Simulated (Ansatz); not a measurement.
Relaxation of H7PSi (9 atoms, charge 0, multiplicity 1), to a largest force component of 0.03 eV/Å in at most 50 steps.

Theory: RKS r2SCAN/def2-mTZVP (Ansatz 0.2.0).

```xyz
9
Properties=species:S:1:pos:R:3
Si 0.303 -0.032 -0.106
H 0.380 -0.035 1.361
H 1.650 0.171 -0.710
H -0.597 1.073 -0.524
H -0.252 -1.332 -0.565
P -2.768 0.253 1.314
H -2.731 -0.766 0.319
H -3.363 -0.621 2.276
H -1.447 -0.023 1.767
```

Q: Where does it end, and by what steps?

A: It converged. After 7 steps the energy has fallen by 0.226 eV; H9 moved furthest, 0.65 Å.

| step | energy less start (eV) | largest force component (eV/Å) | accepted |
| --- | --- | --- | --- |
| 0 | 0.0000 | 0.479 | yes |
| 1 | -0.1579 | 0.119 | yes |
| 2 | -0.2146 | 0.069 | yes |
| 3 | -0.2223 | 0.101 | yes |
| 4 | -0.2248 | 0.035 | yes |
| 5 | -0.2255 | 0.059 | yes |
| 6 | -0.2258 | 0.044 | yes |
| 7 | -0.2260 | 0.019 | yes |

```xyz
9
Properties=species:S:1:pos:R:3
Si 0.640 -0.047 -0.251
H 1.004 -0.037 1.190
H 1.857 0.186 -1.072
H -0.353 1.027 -0.517
H 0.047 -1.364 -0.602
P -3.302 0.229 1.525
H -2.969 -0.641 0.445
H -3.764 -0.843 2.344
H -1.985 0.178 2.071
```

Whether the end is a true minimum wasn't checked by a vibrational analysis.

Run time: 14 s on 2 threads of Arm Neoverse V2, on a shared host, peak memory 0.12 GiB.
